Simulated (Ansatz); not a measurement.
Write a Python script for Ansatz's Python interface that makes a short molecular-dynamics run of C2HFO, SMILES O=C=CF. Settings (for the species named): PBE0, 6-31G basis, multiplicity 1, D4 dispersion.

```xyz
5

O     0.6837   -1.3737    1.3452
C     0.2658   -0.5353    0.5484
C    -0.1524    0.3563   -0.3205
F    -1.0547    0.1472   -1.1730
H     0.3074    1.3319   -0.4415
```

`md_c2hfo.py`
```python
"""A short Born-Oppenheimer trajectory of C2HFO."""

import ansatz as az
import numpy as np

BASIS_SET = "6-31G"
FUNCTIONAL = "pbe0"
VDW = "d4"
N_STEPS = 20
TEMPERATURE_K = 300


def main() -> None:
    mol = (
        az.Crystal.molecule()
        .atom("O", (0.6837, -1.3737, 1.3452))
        .atom("C", (0.2658, -0.5353, 0.5484))
        .atom("C", (-0.1524, 0.3563, -0.3205))
        .atom("F", (-1.0547, 0.1472, -1.173))
        .atom("H", (0.3074, 1.3319, -0.4415))
    )

    setup = (
        mol.calculation()
        .basis(gaussian=BASIS_SET)
        .functional(FUNCTIONAL, dispersion=VDW)
    )
    symbols = [site.symbol for site in mol.cartesian_sites]
    start = np.array([site.position_ang for site in mol.cartesian_sites], dtype=float)
    report = setup.relax(force_tolerance=0.02).run(threads=1).report
    end = np.array(report["positions_ang"])
    minimum = az.Crystal.molecule()
    for symbol, place in zip(symbols, end):
        minimum = minimum.atom(symbol, place.tolist())

    # dynamics from the relaxed geometry
    setup = (
        minimum.calculation()
        .basis(gaussian=BASIS_SET)
        .functional(FUNCTIONAL, dispersion=VDW)
        .md("nvt_langevin", timestep=1.0, steps=N_STEPS, temperature=TEMPERATURE_K, initial_velocities="maxwell_boltzmann", seed=85, friction=0.05)
    )
    frames = []
    result = setup.session().plan().execute(on_event=lambda e: frames.append(e["data"]) if e["event"] == "md_step" else None)
    print("t (fs)   E_pot (eV)      E_kin (eV)   T (K)   d(0-1) (A)")
    for f in frames[::1]:
        xyz = np.array(f["positions_ang"])
        print(f"{f['time_fs']:6.2f} {f['lagrangian_ev']:14.5f} {f['e_kin_ev']:10.5f} {f['temperature_k']:8.1f} {np.linalg.norm(xyz[0] - xyz[1]):9.4f}")
    print("mean temperature", round(float(np.mean([f["temperature_k"] for f in frames])), 1), "K")


if __name__ == "__main__":
    main()
```

```console
$ python md_c2hfo.py
t (fs)   E_pot (eV)      E_kin (eV)   T (K)   d(0-1) (A)
  0.00    -6842.66000    0.15511    240.0    1.1889
  1.00    -6842.65416    0.16536    255.9    1.1963
  2.00    -6842.64006    0.15139    234.2    1.2023
  3.00    -6842.62280    0.14934    231.1    1.2070
  4.00    -6842.60888    0.13675    211.6    1.2091
  5.00    -6842.60094    0.10412    161.1    1.2095
  6.00    -6842.59755    0.08964    138.7    1.2086
  7.00    -6842.60195    0.15479    239.5    1.2057
  8.00    -6842.60889    0.13277    205.4    1.2016
  9.00    -6842.61312    0.16238    251.2    1.1968
 10.00    -6842.61479    0.16949    262.2    1.1906
 11.00    -6842.60979    0.14520    224.7    1.1825
 12.00    -6842.59972    0.13416    207.6    1.1755
 13.00    -6842.59308    0.14490    224.2    1.1732
 14.00    -6842.59193    0.20741    320.9    1.1753
 15.00    -6842.59455    0.18077    279.7    1.1793
 16.00    -6842.60519    0.15957    246.9    1.1843
 17.00    -6842.60761    0.17519    271.1    1.1908
 18.00    -6842.59305    0.16721    258.7    1.1974
 19.00    -6842.57257    0.19132    296.0    1.2044
 20.00    -6842.55642    0.28623    442.9    1.2111
mean temperature 247.8 K
```

Reading the output:
- The settings weren't tested for convergence.
- The trajectory is only some femtoseconds long, so its temperature is not equilibrated; where the script doesn't relax first, it starts from a rough generated geometry.
- The printed temperature counts all 3N degrees of freedom under Langevin dynamics, so the first row lies under the target.
- With hydrogen a step over 0.5 fs is long.
- Hardware and time: 32 s on 1 thread of Arm Neoverse V1, on a shared host, peak memory 0.19 GiB.

(Lines on the test bed's own set-up are left out of the output.)
